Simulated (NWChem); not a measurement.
Molecule: ammonia (NH3); SMILES N

```xyz
4

N      0.0000     0.0000     0.1315
H      0.6642     0.6642    -0.2639
H      0.2431    -0.9073    -0.2639
H     -0.9073     0.2431    -0.2639
```
Atoms are numbered in this order, from 1.

The geometry was optimised at B3LYP/6-31G* (spherical d).

Give the principal values of the shielding tensors (ppm) of N1 from Hartree-Fock/cc-pVTZ, GIAO (NWChem), with their diamagnetic and paramagnetic parts as GIAO splits them.


| atom | σ11 | σ22 | σ33 | isotropic | diamagnetic | paramagnetic |
|---|---|---|---|---|---|---|
| N1 | 236.2 | 280.4 | 280.4 | 265.6 | 308.4 | -42.8 |
